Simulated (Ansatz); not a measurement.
Pulling on the C2–H7 bond in ethylamine (SMILES CCN) (multiplicity 1 held, fragments rigid). Energies count from the point at 1.100 Å.
Geometry at that point (charge 0, multiplicity 1):
```xyz
10

C      1.18613     0.44303     0.02367
C      0.04500    -0.55352    -0.10924
N     -1.24595     0.13054    -0.00235
H      2.15253    -0.05153    -0.09039
H      1.10043     1.22491    -0.73223
H      1.17239     0.92208     1.00657
H      0.17703    -1.35591     0.63212
H      0.08743    -1.02650    -1.09379
H     -2.01243    -0.52425    -0.10367
H     -1.34255     0.56035     0.91125
```

R- and RO- levels are restricted; in cc, def2 and unpolarised 6-31G sets they are followed outwards from rest. Unrestricted levels (U-) break spin symmetry where that is lower. Active spaces are followed from a long bond inwards. Curves can end on different states.

Cores are frozen in the correlated methods.

Run with Ansatz (a program for electronic structure). 

Energies in kcal/mol.

| R (Å) | U-HF/cc-pVDZ | R-SCS-MP2/cc-pVDZ | U-SCS-MP2/cc-pVDZ | U-CCSD/cc-pVDZ | FIC-MRCISD+Q on CASSCF(2,2)/cc-pVDZ |
|---|---|---|---|---|---|
| 0.880 | 29.3 | 31.9 | 31.9 | 31.9 | 32.0 |
| 0.990 | 5.7 | 7.0 | 7.0 | 7.0 | 7.0 |
| 1.100 | 0.0 | 0.0 | 0.0 | 0.0 | 0.0 |
| 1.210 | 3.9 | 2.7 | 2.7 | 2.6 | 2.5 |
| 1.320 | 12.6 | 10.3 | 10.3 | 10.1 | 9.8 |
| 1.486 | 29.5 | 25.4 | 25.4 | 24.9 | 24.2 |
| 1.651 | 47.1 | 41.4 | 41.4 | 40.3 | 39.1 |
| 1.926 | 67.0 | 65.5 | 76.1 | 63.8 | 60.4 |
| 2.201 | 75.0 | 85.2 | 90.1 | 81.4 | 76.1 |
| 2.531 | 78.6 | 103.2 | 96.5 | 92.9 | 88.2 |
| 2.971 | 80.1 | 119.3 | 99.2 | 97.6 | 95.8 |
| 3.521 | 80.6 | 128.7 | 100.1 | 98.9 | 98.9 |

Doubts at one or more of the structures used: a spin-contaminated determinant (U-HF/cc-pVDZ, U-SCS-MP2/cc-pVDZ, U-CCSD/cc-pVDZ); a restricted determinant that unrestricted orbitals would lower (R-SCS-MP2/cc-pVDZ); T1 above 0.05 (U-CCSD/cc-pVDZ).
